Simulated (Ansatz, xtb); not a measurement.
## Two isomers of BH5OSi+

Structure a: the doublet with the links of `[BH][OH+][SiH3]`. Structure b: the doublet with the links of `[OH2+]B[SiH2]`. Both are isolated ions in the gas phase, relaxed with r2SCAN-D4/def2-SVP; the shapes shown needn't be the lowest conformers.

a (Å):

```xyz
8

B    -0.2910    0.9861    1.4251
O    -1.1052    0.8202    0.2894
Si   -0.4559    0.9618   -1.4773
H    -0.7425    0.8885    2.5290
H    -2.0598    0.6208    0.4278
H     0.0367    2.3516   -1.4954
H     0.5605   -0.1063   -1.4994
H    -1.7174    0.6943   -2.1961
```

b (Å):

```xyz
8

B    -0.9481    1.5152   -0.2821
O    -0.3744    1.4464    1.0874
Si   -0.8746    0.0126   -1.4942
H     0.0703    0.6695    1.4765
H    -0.4152    2.2102    1.6952
H    -1.4268    2.5935   -0.4762
H    -0.2461   -1.2798   -1.1242
H    -1.4660    0.1535   -2.8414
```

Energies in hartree; the thermal terms are from r2SCAN-D4/def2-SVP harmonic frequencies (ideal gas, rigid rotor, one conformer each, 298.15 K, 1 atm) and include the zero-point energy:

|  | a | b |
| --- | --- | --- |
| E, CCSD(T)/def2-SVP | −391.328348 | −391.330779 |
| E, MP2/def2-SVP | −391.281040 | −391.280752 |
| E, MP2/def2-TZVPP | −391.594268 | −391.593368 |
| zero-point energy | 0.051072 | 0.053955 |
| H(298 K) − E | 0.057429 | 0.060403 |
| G(298 K) − E | 0.022799 | 0.026235 |

Question: Correct the CCSD(T) difference for the basis set by the MP2 change, then work out ΔE, ΔE₀, ΔH and ΔG for a → b in kcal/mol (1 Eh = 627.51 kcal/mol) and the equilibrium ratio [b]/[a].

Answer: 1. Differences b − a: CCSD(T) −0.002431, MP2 in the small set +0.000288, MP2 in the large set +0.000900 Eh.
2. ΔE = −0.002431 + (+0.000900 − (+0.000288)) = −0.001819 Eh = −1.14 kcal/mol.
3. ΔE₀ = ΔE + ΔZPE = −0.001819 + (+0.002883) Eh = +0.67 kcal/mol.
4. ΔH = ΔE + (+0.002974) Eh = +0.72 kcal/mol.
5. ΔG = ΔE + (+0.003436) Eh = +1.01 kcal/mol, so ΔS = (ΔH − ΔG)/T = −4.1 J/(mol K).
6. kT = 0.9442 mEh, so K = [b]/[a] = exp(−ΔG/kT) = exp(−1.71) ≈ 0.18.

Structure a is favoured at this temperature, against the order of the electronic energies. An error of 1 kcal/mol in ΔG would change K by a factor of 5.4. GFN2-xTB, HF/STO-3G, HF/def2-SVP gave ΔE the other sign. Mirror images and further conformers aren't counted.

As drawn, b has 1 B–Si, 1 O–H in place of 1 O–Si, 1 Si–H.

Other levels gave ΔE = +1.0 (GFN2-xTB); +17.0 (HF/STO-3G, GFN2-xTB geometries); −6.2 (r2SCAN-D4/def2-SVP//GFN2-xTB); −5.8 (r2SCAN-D4/def2-SVP); +8.2 (HF/def2-SVP); +0.2 (MP2/def2-SVP); −1.5 (CCSD(T)/def2-SVP) kcal/mol. Open shells are spin-unrestricted. The correlated steps freeze 7 core orbitals. Programs: Ansatz 0.2.0, xtb 6.7.1.
